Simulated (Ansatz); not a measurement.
Frontier orbitals of C2H2Cl2O (`Cl[C@H]1O[C@@H]1Cl`).

```xyz
7

Cl   -1.354    1.084   -1.362
C    -0.203    0.687   -0.113
O    -0.680   -0.032    0.989
C     0.199   -0.687    0.119
Cl    1.789   -1.064    0.730
H     0.468    1.511    0.103
H    -0.219   -1.499   -0.466
```

Charge 0, multiplicity 1. Geometry: relaxed with PBE0-D4/def2-TZVP. Basis def2-TZVPP, Ansatz 0.2.0.

Orbital energies of one run (eV). Highest occupied ones, from the top: -7.45, -7.99, -8.17, -8.55, -8.82, -10.42, -11.08, -11.94, -13.77, -13.91, -16.85, -17.82, -22.67, -22.85. Empty: -0.46, -0.07, 0.81, 1.56, 1.98, 2.82.

Question: Which functional gave them?
A. revPBE
B. CAM-B3LYP
C. r2SCAN
D. B3LYP

Answer: C. HOMO energies: r2SCAN -7.45, revPBE -7.08, B3LYP -8.28, CAM-B3LYP -9.91 eV.

B3LYP here is the variant with VWN-RPA as its local correlation; programs differ in this.
